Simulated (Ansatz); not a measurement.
Geometry optimisation, UKS BHLYP-D4/def2-SVP (Ansatz 0.2.0).

The input (input.yaml):

```yaml
crystal:
  periodic: [false, false, false]
  atoms:
    - { symbol: "N", position_ang: [-0.53051, 0.21959, -0.73638] }
    - { symbol: C, position_ang: [0.42336, -0.02555, 0.30641] }
    - { symbol: S, position_ang: [0.86484, -1.75867, 0.44964] }
    - { symbol: H, position_ang: [-1.3217, -0.41016, -0.68598] }
    - { symbol: H, position_ang: [-0.8502, 1.17979, -0.73965] }
    - { symbol: H, position_ang: [0.07481, 0.26114, 1.31427] }
    - { symbol: H, position_ang: [1.3394, 0.53386, 0.09169] }
magnetization:
  spin_polarized: true
  initial_magnetization: 1
basis:
  gaussian: { orbitals: def2-SVP }
hamiltonian:
  xc: { name: BHLYP }
  dispersion: d4
relax:
  f_tol: 0.02
  max_steps: 40
output:
  orbitals: {}
```

Command:

```bash
$ ansatz run input.yaml --threads 1 --pin off --max-ram 2048MiB --backend cpu --events-out ev --progress --plain --runs-dir out
```

Problem. Where does it end, and by what steps?

Solution. The forces met the threshold. After 5 steps the energy has fallen by 0.015 eV; H4 moved furthest, 0.09 Å.

| step | energy less start (eV) | largest force component (eV/Å) | accepted |
| --- | --- | --- | --- |
| 0 | 0.0000 | 0.261 | yes |
| 1 | -0.0118 | 0.097 | yes |
| 2 | -0.0142 | 0.047 | yes |
| 3 | -0.0145 | 0.080 | yes |
| 4 | -0.0152 | 0.038 | yes |
| 5 | -0.0152 | 0.012 | yes |

```xyz
7
Properties=species:S:1:pos:R:3
N -0.535 0.197 -0.758
C 0.413 -0.039 0.294
S 0.910 -1.754 0.448
H -1.370 -0.355 -0.628
H -0.802 1.171 -0.793
H 0.073 0.217 1.315
H 1.312 0.563 0.122
```

Whether the end is a true minimum wasn't checked by a vibrational analysis.

Run time: 80 s on 1 thread of AMD EPYC (Zen 3), on a shared host, peak memory 0.17 GiB.
